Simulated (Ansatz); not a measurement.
# BClHSi−: energies and forces away from the minimum, part 2 of 2

Ansatz 0.2.0, Gaussian basis. Earlier steps stand in the parts before.

## Step 4: Structure 1, width 0.04 Å

File pbe-tzvppd/in.yaml:

```yaml
crystal:
  periodic: [false, false, false]
  atoms:
    - {symbol: Si, position_ang: [-0.222669, 0.612971, -1.503174]}
    - {symbol: B, position_ang: [0.032972, -0.323543, -0.037828]}
    - {symbol: Cl, position_ang: [0.271580, -1.327853, 1.423465]}
    - {symbol: H, position_ang: [-0.116974, 0.940907, 0.252892]}
basis:
  gaussian: {orbitals: "def2-TZVPPD.json"}
total_charge: -1
hamiltonian: {xc: pbe, dispersion: d4}
output: {forces: true}
```

r2scan-tzvppd/in.yaml differs from pbe-tzvppd/in.yaml so:

```diff
-hamiltonian: {xc: pbe, dispersion: d4}
+hamiltonian: {xc: r2scan, dispersion: d4}
```

pbe0-tzvppd/in.yaml:

```diff
-hamiltonian: {xc: pbe, dispersion: d4}
-output: {forces: true}
+hamiltonian: {xc: pbe0, dispersion: d4}
+output: {forces: true, orbitals: {seedname: orbitals}}
```

wb97mv-tzvppd/in.yaml:

```diff
-hamiltonian: {xc: pbe, dispersion: d4}
+hamiltonian: {xc: {name: wB97M-V}}
```

ccsdt-tzvppd/in.yaml:

```diff
-hamiltonian: {xc: pbe, dispersion: d4}
+correlation: {method: ccsd_t}
```

pbe-tzvppd printed (excerpt; [...] marks lines left out):

```text
Functional definition: PBE
  name "PBE"
  cite "Perdew, Burke & Ernzerhof, Phys. Rev. Lett. 77, 3865 (1996) doi:10.1103/PhysRevLett.77.3865"
  parent pbe
[...]
853 factors; their error is unknown
[...]
mean field -21083.45467267 eV, -774.8026683418 hartree, gradient 3.1e-5 eV, S^2 0.000000; 0 other end points of the search recorded, 0 dependent functions left out
[...]
reference -21083.45471615 eV, -774.8026699394 hartree; 19, 19 occupied and 134, 134 virtual orbitals, 853 factors
Total energy: -21083.56311912 eV, -774.8066536754 hartree
Atom 0 at    -0.222669     0.612971    -1.503174 Å, force    -0.195618     0.872715    -1.030714 eV/Å
Atom 1 at     0.032972    -0.323543    -0.037828 Å, force     0.190446    -0.814918     1.217296 eV/Å
Atom 2 at     0.271580    -1.327853     1.423465 Å, force     0.058734    -0.245724     0.168405 eV/Å
Atom 3 at    -0.116974     0.940907     0.252892 Å, force    -0.053562     0.187926    -0.354987 eV/Å
Dipole moment:     0.111920    -0.496747     0.645253 e Å
```

Output in r2scan-tzvppd (excerpt; [...] marks lines left out):

```text
[... 5 set-up lines as earlier in the session ...]
[...]
853 factors; their error is unknown
[...]
mean field -21091.55795510 eV, -775.1004584785 hartree, gradient 7.5e-5 eV, S^2 0.000000; 0 other end points of the search recorded, 0 dependent functions left out
[...]
reference -21091.55797137 eV, -775.1004590763 hartree; 19, 19 occupied and 134, 134 virtual orbitals, 853 factors
Total energy: -21091.58097101 eV, -775.1013042975 hartree
Atom 0 at    -0.222669     0.612971    -1.503174 Å, force    -0.155873     0.785663    -0.723967 eV/Å
Atom 1 at     0.032972    -0.323543    -0.037828 Å, force     0.169474    -0.747571     1.130564 eV/Å
Atom 2 at     0.271580    -1.327853     1.423465 Å, force     0.044584    -0.178066     0.078744 eV/Å
Atom 3 at    -0.116974     0.940907     0.252892 Å, force    -0.058185     0.139974    -0.485341 eV/Å
Dipole moment:     0.115288    -0.509395     0.665312 e Å
```

Output in pbe0-tzvppd (excerpt; [...] marks lines left out):

```text
[... 5 set-up lines as earlier in the session ...]
[...]
880 factors; their error is unknown
[...]
mean field -21085.18458465 eV, -774.8662414346 hartree, gradient 4.6e-5 eV, S^2 0.000000; 0 other end points of the search recorded, 0 dependent functions left out
[...]
reference -21085.18461889 eV, -774.8662426927 hartree; 19, 19 occupied and 134, 134 virtual orbitals, 880 factors
Total energy: -21085.27603066 eV, -774.8696020132 hartree
Atom 0 at    -0.222669     0.612971    -1.503174 Å, force    -0.138092     0.672287    -0.697090 eV/Å
Atom 1 at     0.032972    -0.323543    -0.037828 Å, force     0.151393    -0.637534     1.114110 eV/Å
Atom 2 at     0.271580    -1.327853     1.423465 Å, force     0.033423    -0.142372    -0.008040 eV/Å
Atom 3 at    -0.116974     0.940907     0.252892 Å, force    -0.046723     0.107619    -0.408980 eV/Å
Dipole moment:     0.110494    -0.488741     0.638697 e Å
```

wb97mv-tzvppd printed (excerpt; [...] marks lines left out):

```text
[... 5 set-up lines as earlier in the session ...]
  # Of w^i u^j: cxij and so on, Table III.
[...]
  gx(w, u) = 1 - cx + cx01*u + cx10*w
  gss(w, u) = css00 + css04*u^4 + css10*w + css20*w^2 + css43*w^4*u^3
  gos(w, u) = cos00 + cos10*w + (cos20 + cos21*u)*w^2 + (cos60 + cos61*u)*w^6
[...]
      + integral(e_c_pw_mod_opposite_spin*gos(b97_w_opposite, b97_u_opposite)) + vv10(b, c)
861 factors; their error is unknown
212 factors; integrals over basis functions are off by at most 4.4e-5 eV
[...]
mean field -21092.09006931 eV, -775.1200133151 hartree, gradient 4.6e-5 eV, S^2 0.000000; 0 other end points of the search recorded, 0 dependent functions left out
[...]
reference -21092.09012367 eV, -775.1200153125 hartree; 19, 19 occupied and 134, 134 virtual orbitals, 861 factors
Total energy: -21092.09012367 eV, -775.1200153125 hartree
Atom 0 at    -0.222669     0.612971    -1.503174 Å, force    -0.108085     0.543840    -0.556372 eV/Å
Atom 1 at     0.032972    -0.323543    -0.037828 Å, force     0.079163    -0.288495     0.808219 eV/Å
Atom 2 at     0.271580    -1.327853     1.423465 Å, force     0.064498    -0.283715     0.160337 eV/Å
Atom 3 at    -0.116974     0.940907     0.252892 Å, force    -0.035576     0.028371    -0.412183 eV/Å
Dipole moment:     0.105480    -0.473706     0.604884 e Å
```

Log of ccsdt-tzvppd (excerpt; [...] marks lines left out):

```text
[... 4 set-up lines as earlier in the session ...]
[...]
896 factors; integrals over basis functions are off by at most 9.8e-4 eV
[...]
mean field -21053.22504819 eV, -773.6917501325 hartree, gradient 2.0e-6 eV, S^2 0.000000; 1 other end points of the search recorded, 0 dependent functions left out
11 core orbitals not correlated: weight in the atoms' cores, before any rotation towards them, 1.000 or more for the frozen orbitals, at most 0.000 for the correlated occupied ones
reference -21053.22504819 eV, -773.6917501325 hartree; 8, 8 occupied and 134, 134 virtual orbitals, 896 factors
second order -11.45863330 eV of doubles, -0.00000000 eV of singles
cycle   1  -11.92541956 eV  change   -4.7e-1 eV  update   9.5e-2
[...]
cycle  13  -12.32622574 eV  change   -2.6e-6 eV  update   1.8e-6
perturbative correction -0.70032956 eV, -0.0257366367 hartree
[...]
Total energy: -21066.25160349 eV, -774.1704672102 hartree
Atom 0 at    -0.222669     0.612971    -1.503174 Å, force    -0.193562     0.883943    -0.988168 eV/Å
Atom 1 at     0.032972    -0.323543    -0.037828 Å, force     0.166409    -0.628991     1.229414 eV/Å
Atom 2 at     0.271580    -1.327853     1.423465 Å, force     0.072863    -0.320431     0.226562 eV/Å
Atom 3 at    -0.116974     0.940907     0.252892 Å, force    -0.045710     0.065480    -0.467808 eV/Å
Dipole moment:     0.109893    -0.487585     0.631397 e Å
```

They took 1.1 s (pbe-tzvppd), 2 s (r2scan-tzvppd), 1.5 s (pbe0-tzvppd), 3.8 s (wb97mv-tzvppd), 37 s (ccsdt-tzvppd) on 2 threads, shared host; peak memory 1.8 GiB.

| method | RMS force component (eV/Å) | RMS error against CCSD(T) (eV/Å) | angle to CCSD(T) forces (°) |
| --- | --- | --- | --- |
| PBE-D4 | 0.599 | 0.079 | 7.5 |
| r2SCAN-D4 | 0.527 | 0.113 | 10.0 |
| PBE0-D4 | 0.486 | 0.141 | 10.8 |
| wB97M-V | 0.370 | 0.227 | 8.9 |
| CCSD(T) | 0.586 | reference | reference |

## Step 5: Structure 2, width 0.02 Å

File ccsdt-tzvppd/in.yaml:

```yaml
crystal:
  periodic: [false, false, false]
  atoms:
    - {symbol: Si, position_ang: [-0.170597, 0.670037, -1.515562]}
    - {symbol: B, position_ang: [0.051899, -0.328055, -0.039773]}
    - {symbol: Cl, position_ang: [0.301150, -1.338356, 1.394739]}
    - {symbol: H, position_ang: [-0.180110, 0.995203, 0.162912]}
basis:
  gaussian: {orbitals: "def2-TZVPPD.json"}
total_charge: -1
correlation: {method: ccsd_t}
output: {forces: true}
```

The program printed (excerpt; [...] marks lines left out):

```text
[... 4 set-up lines as earlier in the session ...]
[...]
898 factors; integrals over basis functions are off by at most 1.2e-3 eV
[...]
mean field -21053.22156963 eV, -773.6916222979 hartree, gradient 1.4e-6 eV, S^2 0.000000; 1 other end points of the search recorded, 0 dependent functions left out; unrestricted orbitals would lower it
11 core orbitals not correlated: weight in the atoms' cores, before any rotation towards them, 1.000 or more for the frozen orbitals, at most 0.000 for the correlated occupied ones
reference -21053.22156963 eV, -773.6916222979 hartree; 8, 8 occupied and 134, 134 virtual orbitals, 898 factors
second order -11.52628718 eV of doubles, -0.00000000 eV of singles
cycle   1  -11.95542042 eV  change   -4.3e-1 eV  update   9.7e-2
[...]
cycle  13  -12.36024007 eV  change   -2.6e-6 eV  update   1.4e-6
perturbative correction -0.71659219 eV, -0.0263342773 hartree
[...]
Total energy: -21066.29840190 eV, -774.1721870198 hartree
Atom 0 at    -0.170597     0.670037    -1.515562 Å, force    -0.066087     0.238266    -0.342560 eV/Å
Atom 1 at     0.051899    -0.328055    -0.039773 Å, force    -0.037707     0.302048    -0.079318 eV/Å
Atom 2 at     0.301150    -1.338356     1.394739 Å, force     0.059625    -0.291106     0.443994 eV/Å
Atom 3 at    -0.180110     0.995203     0.162912 Å, force     0.044169    -0.249208    -0.022116 eV/Å
Dipole moment:     0.126076    -0.521339     0.678683 e Å
```

Run time: 41 s. Hardware: 2 threads, shared host; peak memory 1.8 GiB.

The other levels were run on the same coordinates; their logs were not kept, and their results stand in the tables.

| method | RMS force component (eV/Å) | RMS error against CCSD(T) (eV/Å) | angle to CCSD(T) forces (°) |
| --- | --- | --- | --- |
| PBE-D4 | 0.187 | 0.091 | 22.6 |
| r2SCAN-D4 | 0.126 | 0.119 | 20.7 |
| PBE0-D4 | 0.124 | 0.146 | 35.0 |
| wB97M-V | 0.280 | 0.227 | 51.9 |
| CCSD(T) | 0.229 | reference | reference |

## Step 6: Structure 3, width 0.12 Å

File ccsdt-tzvppd/in.yaml:

```yaml
crystal:
  periodic: [false, false, false]
  atoms:
    - {symbol: Si, position_ang: [-0.245712, 0.697725, -1.353069]}
    - {symbol: B, position_ang: [0.031443, -0.311604, -0.060256]}
    - {symbol: Cl, position_ang: [0.330988, -1.352203, 1.507666]}
    - {symbol: H, position_ang: [-0.125664, 0.887984, 0.364502]}
basis:
  gaussian: {orbitals: "def2-TZVPPD.json"}
total_charge: -1
correlation: {method: ccsd_t}
output: {forces: true}
```

The program printed (excerpt; [...] marks lines left out):

```text
[... 4 set-up lines as earlier in the session ...]
[...]
895 factors; integrals over basis functions are off by at most 1.0e-3 eV
[...]
mean field -21052.86918437 eV, -773.6786723782 hartree, gradient 2.1e-6 eV, S^2 0.000000; 1 other end points of the search recorded, 0 dependent functions left out
11 core orbitals not correlated: weight in the atoms' cores, before any rotation towards them, 1.000 or more for the frozen orbitals, at most 0.000 for the correlated occupied ones
reference -21052.86918437 eV, -773.6786723782 hartree; 8, 8 occupied and 134, 134 virtual orbitals, 895 factors
second order -11.42935800 eV of doubles, -0.00000000 eV of singles
cycle   1  -11.92192305 eV  change   -4.9e-1 eV  update   9.0e-2
[...]
cycle  13  -12.31001115 eV  change   -2.2e-6 eV  update   1.3e-6
perturbative correction -0.68812747 eV, -0.0252882181 hartree
[...]
Total energy: -21065.86732298 eV, -774.1563451619 hartree
Atom 0 at    -0.245712     0.697725    -1.353069 Å, force    -0.792541     2.962335    -3.598085 eV/Å
Atom 1 at     0.031443    -0.311604    -0.060256 Å, force     1.040333    -3.696002     5.163236 eV/Å
Atom 2 at     0.330988    -1.352203     1.507666 Å, force    -0.149386     0.380509    -1.082971 eV/Å
Atom 3 at    -0.125664     0.887984     0.364502 Å, force    -0.098406     0.353158    -0.482180 eV/Å
Dipole moment:     0.108875    -0.404670     0.521890 e Å
```

Run time: 37 s. Hardware: 2 threads, shared host; peak memory 1.7 GiB.

| method | RMS force component (eV/Å) | RMS error against CCSD(T) (eV/Å) | angle to CCSD(T) forces (°) |
| --- | --- | --- | --- |
| PBE-D4 | 2.289 | 0.086 | 1.8 |
| r2SCAN-D4 | 2.237 | 0.118 | 1.6 |
| PBE0-D4 | 2.214 | 0.155 | 2.4 |
| wB97M-V | 2.086 | 0.259 | 1.8 |
| CCSD(T) | 2.336 | reference | reference |

## Step 7: Structure 4, width 0.04 Å

File ccsdt-tzvppd/in.yaml:

```yaml
crystal:
  periodic: [false, false, false]
  atoms:
    - {symbol: Si, position_ang: [-0.157766, 0.654443, -1.533651]}
    - {symbol: B, position_ang: [0.000044, -0.356943, -0.077837]}
    - {symbol: Cl, position_ang: [0.318197, -1.345611, 1.456866]}
    - {symbol: H, position_ang: [-0.214250, 0.999161, 0.111119]}
basis:
  gaussian: {orbitals: "def2-TZVPPD.json"}
total_charge: -1
correlation: {method: ccsd_t}
output: {forces: true}
```

The program printed (excerpt; [...] marks lines left out):

```text
[... 4 set-up lines as earlier in the session ...]
[...]
900 factors; integrals over basis functions are off by at most 1.1e-3 eV
[...]
mean field -21053.17243645 eV, -773.6898166866 hartree, gradient 1.7e-6 eV, S^2 0.000000; 1 other end points of the search recorded, 0 dependent functions left out; unrestricted orbitals would lower it
11 core orbitals not correlated: weight in the atoms' cores, before any rotation towards them, 1.000 or more for the frozen orbitals, at most 0.000 for the correlated occupied ones
reference -21053.17243645 eV, -773.6898166866 hartree; 8, 8 occupied and 134, 134 virtual orbitals, 900 factors
second order -11.52651183 eV of doubles, -0.00000000 eV of singles
cycle   1  -11.95844332 eV  change   -4.3e-1 eV  update   9.6e-2
[...]
cycle  13  -12.36427940 eV  change   -2.5e-6 eV  update   1.8e-6
perturbative correction -0.72057073 eV, -0.0264804858 hartree
[...]
Total energy: -21066.25728657 eV, -774.1706760594 hartree
Atom 0 at    -0.157766     0.654443    -1.533651 Å, force    -0.142777     0.423384    -0.777951 eV/Å
Atom 1 at     0.000044    -0.356943    -0.077837 Å, force     0.283766    -0.431516     1.373440 eV/Å
Atom 2 at     0.318197    -1.345611     1.456866 Å, force    -0.210334     0.424722    -0.661510 eV/Å
Atom 3 at    -0.214250     0.999161     0.111119 Å, force     0.069344    -0.416590     0.066020 eV/Å
Dipole moment:     0.142070    -0.448604     0.627962 e Å
```

It took 36 s on 2 threads, shared host; peak memory 1.8 GiB.

| method | RMS force component (eV/Å) | RMS error against CCSD(T) (eV/Å) | angle to CCSD(T) forces (°) |
| --- | --- | --- | --- |
| PBE-D4 | 0.566 | 0.081 | 8.2 |
| r2SCAN-D4 | 0.520 | 0.109 | 10.6 |
| PBE0-D4 | 0.521 | 0.145 | 14.7 |
| wB97M-V | 0.411 | 0.243 | 22.7 |
| CCSD(T) | 0.563 | reference | reference |

## Step 8: All structures together

Energy above the minimum (kJ/mol):

| structure | width (Å) | PBE-D4 | r2SCAN-D4 | PBE0-D4 | wB97M-V | Hartree-Fock | MP2 | CCSD | CCSD(T) |
| --- | --- | --- | --- | --- | --- | --- | --- | --- | --- |
| 1 | 0.04 | 5.3 | 5.3 | 4.0 | 2.7 | 1.1 | 6.6 | 4.0 | 5.5 |
| 2 | 0.02 | 0.5 | 0.3 | 0.4 | 1.0 | 1.4 | 0.4 | 1.1 | 0.9 |
| 3 | 0.12 | 42.0 | 40.7 | 39.9 | 35.0 | 35.4 | 43.7 | 39.9 | 42.5 |
| 4 | 0.04 | 4.6 | 4.7 | 5.8 | 5.0 | 6.1 | 5.1 | 5.4 | 4.9 |

Miss and cost, level by level (times from a shared host):

| method | mean energy error from CCSD(T) (kJ/mol) | mean time a point |
| --- | --- | --- |
| PBE-D4 | 0.3 | 1.1 s |
| r2SCAN-D4 | 0.7 | 1.9 s |
| PBE0-D4 | 1.4 | 1.4 s |
| wB97M-V | 2.6 | 3.5 s |
| Hartree-Fock | 3.3 | part of the CCSD(T) run |
| MP2 | 0.8 | part of the CCSD(T) run |
| CCSD | 1.2 | part of the CCSD(T) run |
| CCSD(T) | 0 | 37 s |

The best functional, PBE-D4, misses by 0.3 kJ/mol and takes 1.1 s a point, against 37 s for CCSD(T).

## Step 9: Summary of results

This closing draws on all 2 parts.

| quantity | value |
| --- | --- |
| energy above the minimum, CCSD(T) | 5.5, 0.9, 42.5, 4.9 kJ/mol |
| mean energy error | PBE-D4 0.3, r2SCAN-D4 0.7, PBE0-D4 1.4, wB97M-V 2.6, Hartree-Fock 3.3, MP2 0.8, CCSD 1.2 kJ/mol |
| mean RMS force error | PBE-D4 0.084, r2SCAN-D4 0.115, PBE0-D4 0.147, wB97M-V 0.239 eV/Å |
| largest T1 diagnostic | 0.018 |

**Reading.** In energy PBE-D4 is nearest to CCSD(T) and Hartree-Fock farthest. For forces PBE-D4 is best, off by 9 % of the typical force, and wB97M-V worst (26 %); with few structures and a triple-zeta reference, gaps of a few points rank nothing. The restricted Hartree–Fock reference is unstable towards an unrestricted one at one or more of these structures.
